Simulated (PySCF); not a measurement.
# How methods differ on the electron affinity of B

B⁻ [He] 2s2 2p2 (3P) → B [He] 2s2 2p1 (2P), as a difference of total energies. Computed with PySCF 2.14 in aug-cc-pwCVQZ, with no relativity, point nucleus. Correlated levels: valence and next inner shell: nothing frozen. The calculations carry no spin-orbit coupling.

```csv
method,electron affinity (eV),error (eV)
UHF,-0.305,-0.585
MP2 (valence and next inner shell),0.226,-0.054
SCS-MP2 (valence and next inner shell),0.075,-0.205
CCSD (valence and next inner shell),0.181,-0.099
CCSD(T) (valence and next inner shell),0.248,-0.032
```

Reference: 0.280 eV (measured; photodetachment measurements, as compiled on the Wikipedia data page of electron affinities).

Errors of the correlated levels include the incompleteness of this basis.

A negative affinity means that the anion lies above the atom at that level of theory.
